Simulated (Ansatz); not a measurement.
System: bcc Ta. Method: r²SCAN (Ansatz, a first-principles code, plane waves, PAW).

Run with plane-wave cutoff 500 eV, 30×30×30 k mesh, Fermi–Dirac smearing 0.1 eV, scalar-relativistic PAW data made under PBE.

Computed at the level's own relaxed cell.

### Question
Predict the volume per atom and equilibrium lattice constant a.

### Answer

volume per atom: 18.07 Å³/atom
equilibrium lattice constant a: 3.306 Å

Measured, for comparison: equilibrium volume per atom 17.95 Å³/atom, lattice constant a 3.299 Å (static lattice: zero-point anharmonic expansion removed; as tabulated in Mejia-Rodriguez and Trickey (2018), arXiv:1807.09216). Computed (rounded) less measured: equilibrium volume per atom +0.7 %, lattice constant a +0.2 %.

Spin–orbit coupling is not included.

The computed numbers hold no vibrational or temperature effects.

Computing time: roughly 100 core-seconds.
